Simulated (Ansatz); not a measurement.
Other spins and charges of CH, doublet at one geometry

Geometry (PBE0/def2-TZVP stationary point for this spin):

```xyz
2

C     0.0000    0.0000    0.0000
H     0.0000    0.0000    1.1225
```

Basis cc-pVTZ; Ansatz 0.2.0. Only valence electrons are correlated (noble-gas cores frozen). R marks a restricted (for open shells ROHF) determinant. Active spaces: valence = (5e, 5o) chosen from the atoms' valence shells.

Gaps are energies of the second state less the first, at fixed atoms, for a selection of the levels run; each method lands on the state that its own search finds for that charge and spin.

For open shells CISD is restricted-active-space CI with the open shells as a complete middle space.

Quartet less doublet: 0.706 eV at full CI (doublet B1, quartet A2, in C2v).

| level | gap (eV) | error (meV) |
| --- | --- | --- |
| RMP2 | 0.446 | -260 |
| CISD | 0.588 | -118 |
| BCCD(T) | 0.699 | -7 |
| RCCSDT | 0.705 | -1 |
| RCCSDT(Q) | 0.706 | 0 |
| CASSCF (valence space) | 0.397 | -309 |
| NEVPT2 (valence space) | 0.646 | -60 |
| MRCISD+Q (valence space) | 0.744 | 38 |
| B3LYP | 0.918 | 212 |
| wB97M-V | 0.869 | 163 |

Removing an electron, to the triplet: 11.715 eV at full CI (doublet B1, triplet ion B1, in C2v).

```
                   level  gap (eV)  error (meV)
                     RHF    10.230        -1485
                    RMP2    11.450         -265
                    CISD    11.570         -145
                RCCSD(T)    11.707           -8
                 BCCD(T)    11.706           -9
  CASSCF (valence space)    10.643        -1072
  NEVPT2 (valence space)    11.492         -223
  MRCISD (valence space)    11.693          -22
MRCISD+Q (valence space)    11.754           39
                   B3LYP    11.906          191
```

Removing an electron, to the singlet: 10.530 eV at full CI (doublet B1, singlet ion A1, in C2v).

```tsv
level	gap (eV)	error (meV)
RHF	10.049	-481
RMP2	10.631	101
CISD	10.485	-45
RCCSD	10.491	-39
RCCSD(T)	10.525	-5
BCCD(T)	10.525	-5
RCCSDT	10.531	1
RCCSDT(Q)	10.531	1
CASSCF (valence space)	9.370	-1160
NEVPT2 (valence space)	10.327	-203
MRCISD (valence space)	10.475	-55
MRCISD+Q (valence space)	10.541	11
wB97M-V	10.636	106
```

Full CI is exact within this basis and frozen core; it isn't the basis-set limit.
